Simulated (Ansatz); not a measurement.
# H6Si2: the cost of one run

Method: PBE0-D4/def2-TZVP structures, single points in def2-TZVPP, no counterpoise correction; program: Ansatz 0.2.0, Gaussian basis.

Levels: SPW92, PBE-D4, BLYP-D4, r2SCAN-D4, B97M-V, PBE0-D4, B3LYP-D4, r2SCAN0-D4, BHLYP-D4, CAM-B3LYP-D4, wB97X-V, wB97M-V, B2PLYP, PBE-QIDH, RPA on PBE, Hartree-Fock, MP2, CCSD, CCSD(T).

Cores are frozen in the correlated methods. B3LYP uses VWN-RPA correlation. B2PLYP carries no dispersion term here.

94 further runs of the same task are left out: 94 set aside as unsound or not needed.

## 1. The starting structure

The complex: 10 atoms, charge 0, spin multiplicity 1.

Atoms are counted from 1 here; the program's logs count them from 0.

Bond lengths: Si1–Si2 2.342 Å, Si1–H3 1.488 Å, Si1–H4 1.484 Å, Si1–H5 1.484 Å, Si2–H8 1.499 Å, Si2–H9 1.486 Å, Si2–H10 1.486 Å, H6–F7 0.927 Å. Angles: Si2–Si1–H3 107.8°, Si2–Si1–H4 110.2°, Si2–Si1–H5 110.2°, H3–Si1–H4 109.2°, H3–Si1–H5 109.2°, H4–Si1–H5 110.2°, Si1–Si2–H8 111.5°, Si1–Si2–H9 111.5°, Si1–Si2–H10 111.5°, H8–Si2–H9 106.4°, H8–Si2–H10 106.4°, H9–Si2–H10 109.4°.

Coordinates:

```
Si   -1.16089    0.24168   -0.68518
Si    0.68228   -1.06079   -0.06154
H    -1.96983   -0.54867   -1.65192
H    -1.99112    0.55629    0.50418
H    -0.70499    1.49389   -1.33859
H     1.09590    1.27020    1.40140
F     0.69163    2.09225    1.54173
H     1.56467   -0.33601    0.91010
H     0.25848   -2.31532    0.61253
H     1.53387   -1.39362   -1.23281
```

Its parts: Si2H6 holds atoms 1, 2, 3, 4, 5, 8, 9, 10; HF holds atoms 6, 7. Each part counts its atoms afresh in its own runs.

## 2. Relaxing Si2H6 alone

relax-a/in.yaml reads:

```yaml
crystal:
  periodic: [false, false, false]
  atoms:
    - {symbol: Si, position_ang: [-1.160892, 0.241677, -0.685177]}
    - {symbol: Si, position_ang: [0.682283, -1.060786, -0.061536]}
    - {symbol: H, position_ang: [-1.969832, -0.548666, -1.651923]}
    - {symbol: H, position_ang: [-1.991120, 0.556286, 0.504180]}
    - {symbol: H, position_ang: [-0.704992, 1.493888, -1.338592]}
    - {symbol: H, position_ang: [1.564669, -0.336009, 0.910097]}
    - {symbol: H, position_ang: [0.258482, -2.315319, 0.612533]}
    - {symbol: H, position_ang: [1.533869, -1.393623, -1.232806]}
basis:
  gaussian: {orbitals: def2-TZVP}
hamiltonian: {xc: pbe0, dispersion: d4}
relax: {f_tol: 0.005, max_steps: 200}
```

Run with:

```sh
ansatz run in.yaml --threads 4 --pin off --events-out ev --progress --plain --max-ram 9574MiB
```

**Question.** How long does this run take on 4 threads of Arm Neoverse V1, shared host?

About 2.8 s.
